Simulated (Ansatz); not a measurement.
Elastic constant C44 (GPa) of solids drawn from the class of elemental solids other than molecular ones, at two levels: PBE (Ansatz, a first-principles code, PAW), and LDA (Ansatz, PAW).

```csv
solid,PBE,LDA,shift (%)
fcc Au,30.3,40.9,+35
fcc Pb,16.6,21.1,+27
bcc K,2.77,3.27,+18.1
bcc Li,11.6,11.9,+2.6
fcc Ni,133,161,+21
white tin (β-Sn),19.4,25.2,+30
hcp Tc,137,155,+13.1
hcp Mg,18.4,20.2,+9.8
fcc Rh,185,222,+20
fcc Al,27.7,30.2,+9.0
```

The shifts run from +2.6 % to +35 %, with a median of +19.0 %.

Over all 10 rows LDA is the larger in 10.

Ansatz's runs of these crystals have no spin polarisation, but for fcc Ni.

Density-functional runs with spin start from parallel moments for fcc Ni.

Spin–orbit coupling is left out, also for the solids with elements from indium on (fcc Au, fcc Pb, white tin (β-Sn)); its size isn't shown.

Each level is taken at its own relaxed cell. Ansatz's density-functional and Hartree–Fock values are scalar-relativistic unless marked +SOC, with PAW data made under PBE.
